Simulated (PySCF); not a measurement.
# Name the molecule from its bond curve

A diatomic of charge -1 contains O. Its singlet curve at PBE in a double-zeta basis (no relativity, PySCF), in eV from the separated fragments:

(R (Å), E (eV)): (1.064, -7.914), (1.113, -8.853), (1.163, -9.398), (1.200, -9.611), (1.237, -9.694), (1.274, -9.676), (1.324, -9.532), (1.385, -9.215), (1.460, -8.708), (1.559, -7.928)

The fit gives ωe = 1689 cm⁻¹ and the rotational constant Bₑ = 1.660 cm⁻¹.

Question: Which atom is the partner?

Answer: The minimum lies at 1.248 Å, so the reduced mass is 16.8576 u Å² cm⁻¹/(Bₑ·Re²) = 6.520 u. With O at 15.99 u the partner weighs about 11.0 u: B. The molecule is BO⁻.

The highest Kohn–Sham level is positive in this anion. Much of that is self-interaction error, but it also means that the finite basis helps to hold the extra electron.
